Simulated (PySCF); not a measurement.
BeH, SMILES [BeH+], charge +1.

Coordinates come from a r2SCAN-D4/def2-TZVPD optimisation. The multiplicity is an assumed one; other spin states were not compared.

Method: PBE/def2-TZVPD run with PySCF.

Gas-phase values at a fixed geometry.

```yaml
total_energy: -14.90578 hartree
point_group: C∞v
highest_occupied_level: -15.85 eV
lowest_empty_level: -11.49 eV
orbital_gap: 4.36 eV
dipole_moment_about_the_centre_of_nuclear_charge: 3.43 D
mean_static_polarisability: 13.0 bohr³ (1.93 Å³)
polarisability_principal_values: 12.0, 12.0, 15.1 bohr³
```
